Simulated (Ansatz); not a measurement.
## Ansatz (development build ahead of 0.2.0) run

```yaml
crystal:
  periodic: [false, false, false]
  atoms:
    - { symbol: Si, position_ang: [0.21687, 0.06043, -0.07205] }
    - { symbol: H, position_ang: [-0.1992, 1.13151, -0.93676] }
    - { symbol: H, position_ang: [-1.40544, -0.46334, 0.54999] }
    - { symbol: H, position_ang: [0.84381, 0.42024, 1.17116] }
    - { symbol: H, position_ang: [0.63437, -1.16707, -0.69434] }
basis:
  gaussian: { orbitals: def2-SVP }
total_charge: 1
magnetization:
  spin_polarized: true
  initial_magnetization: 1
hamiltonian:
  xc: hf
output:
  forces: true
```

The input is written out in the form of the current development build from the run's settings.

Results

```yaml
Converged: yes
Total_energy: -290.75551 hartree
Spin_squared_of_the_determinant: 0.753
Stability_test: minimum
```

Forces (eV/Å):
```json
{"atom": "Si1", "Fx": "1.373", "Fy": "0.444", "Fz": "-0.532"}
{"atom": "H2", "Fx": "-0.574", "Fy": "0.360", "Fz": "-0.242"}
{"atom": "H3", "Fx": "-0.501", "Fy": "-0.161", "Fz": "0.193"}
{"atom": "H4", "Fx": "-0.103", "Fy": "0.035", "Fz": "0.710"}
{"atom": "H5", "Fx": "-0.195", "Fy": "-0.678", "Fz": "-0.129"}
```
